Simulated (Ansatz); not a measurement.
# CH4BN (SMILES B1CN1): functionals against CCSD(T) at one geometry

The task here is to estimate one member of a computed series from the others.

Method: single points in def2-TZVPP; program: Ansatz 0.2.0, Gaussian basis.

Cores are frozen in the correlated methods.

## Starting geometry

7 atoms, charge 0, spin multiplicity 1.

Atoms are counted from 1 here; the program's logs count them from 0.

Bond lengths: B1–C2 1.608 Å, B1–N3 1.439 Å, B1–H4 1.214 Å, C2–N3 1.534 Å, C2–H5 1.156 Å, C2–H6 1.174 Å, N3–H7 0.999 Å. Angles: C2–B1–N3 60.1°, C2–B1–H4 153.4°, N3–B1–H4 146.4°, B1–C2–N3 54.4°, B1–C2–H5 122.8°, B1–C2–H6 120.8°, N3–C2–H5 116.9°, N3–C2–H6 113.4°, H5–C2–H6 113.7°, B1–N3–C2 65.4°, B1–N3–H7 155.1°, C2–N3–H7 139.5°.

Coordinates:

```csv
atom,x (Å),y (Å),z (Å)
B1,-0.8529,-0.4027,-0.3568
C2,0.1667,0.7299,0.1578
N3,0.4768,-0.7688,0.0526
H4,-1.9106,-0.7836,-0.8163
H5,0.7348,1.4332,-0.5618
H6,0.1230,1.1215,1.2642
H7,1.2329,-1.4016,0.2156
```

The first run:

File run/in.yaml:

```yaml
crystal:
  periodic: [false, false, false]
  atoms:
    - {symbol: B, position_ang: [-0.852900, -0.402700, -0.356800]}
    - {symbol: C, position_ang: [0.166700, 0.729900, 0.157800]}
    - {symbol: N, position_ang: [0.476800, -0.768800, 0.052600]}
    - {symbol: H, position_ang: [-1.910600, -0.783600, -0.816300]}
    - {symbol: H, position_ang: [0.734800, 1.433200, -0.561800]}
    - {symbol: H, position_ang: [0.123000, 1.121500, 1.264200]}
    - {symbol: H, position_ang: [1.232900, -1.401600, 0.215600]}
basis:
  gaussian: {orbitals: def2-TZVPP}
correlation: {method: ccsd_t}
output: {forces: true}
```

The command line of these runs was not kept.

Among the steps run: CCSD(T)/def2-TZVPP; PBE0-D4/def2-TZVPP; wB97M-V/def2-TZVPP; r2SCAN-D4/def2-TZVPP; PBE-D4/def2-TZVPP; LC-wPBE/def2-TZVPP; r2SCANh-D4/def2-TZVPP.

One table of the session follows, with a row left open; its other results are not shown here.

```
    method  RMS force component (eV/Å)  angle to CCSD(T) forces (°)  dipole (D)
   CCSD(T)                       1.316                    reference        0.89
   PBE0-D4                       1.463                          8.5        0.84
   wB97M-V                       1.430                          5.1        0.81
 r2SCAN-D4                       1.394                          6.1        0.88
    PBE-D4                           ?                            ?           ?
   LC-wPBE                       1.530                         10.2        0.80
r2SCANh-D4                       1.438                          6.8        0.84
```

Q: Estimate the row for PBE-D4 from the others.

**Answer.** RMS force component (eV/Å): 1.323; angle to CCSD(T) forces (°): 8.1; dipole (D): 0.97. In the column «RMS force component (eV/Å)» it lies between CCSD(T) (1.316) and r2SCAN-D4 (1.394).
